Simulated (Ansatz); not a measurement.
`CCC1CO1` → `CC1CO1` + `[CH2]` (triplet) at 600 K and 1 bar (formal loss of a carbene).

Program: Ansatz. Geometries: PBE0-D4/def2-TZVP. ΔE: electronic, gas phase. CBS: MP2 limit from def2 TZ/QZ plus the TZ coupled-cluster correction, frozen cores. This one scheme is used for every species. Triplets are unrestricted, without spin–orbit coupling. One conformer a species, not always the lowest.

```tsv
species	CCSD(T)/CBS energy (Eh)	H − E (kJ/mol)	S (J/(mol·K))
`CCC1CO1`	-232.15554	356.6	397.9
`CC1CO1`	-192.89474	269.0	345.7
`[CH2]` (triplet)	-39.09499	66.5	220.8
```

H − E and S are ideal-gas, rigid-rotor, harmonic terms from PBE0-D4/def2-TZVP, for one conformer and one mirror image of each species, with the whole ground term of open shells counted as degenerate. 1 Eh = 2625.50 kJ/mol, R = 8.31446 J/(mol·K).

Q: By hand: ΔE, ΔH, ΔS and ΔG.

A: ΔE = (-192.89474) + (-39.09499) − (-232.15554) = 0.16581 Eh = 435.3 kJ/mol. Δ(H − E) = 269.0 + 66.5 − 356.6 = -21.1, so ΔH = 414.2 kJ/mol. ΔS = 345.7 + 220.8 − 397.9 = 168.6 J/(mol·K). ΔG = 414.2 − 600 × (168.6)/1000 = 313.0 kJ/mol.

Q: By hand: the equilibrium constant, and the temperature at which ΔG would vanish if ΔH and ΔS stayed fixed.

A: log₁₀ K = −ΔG/(RT ln 10) = -27.2. ΔG = 0 at ΔH/ΔS = 2457 K.

The number of gas molecules changes by +1, which sets the sign of ΔS. A doubt of 5 kJ/mol in ΔE shifts log₁₀ K by 0.4 here. Other conformers and mirror images would add mixing entropy, several J/(mol·K) or more a flexible species. A triplet takes part, so the spin changes. These are equilibria of isolated gas molecules and say nothing of rates. Largest T1 diagnostic: 0.011 (customary marks: 0.02 for closed shells, 0.045 for open ones).
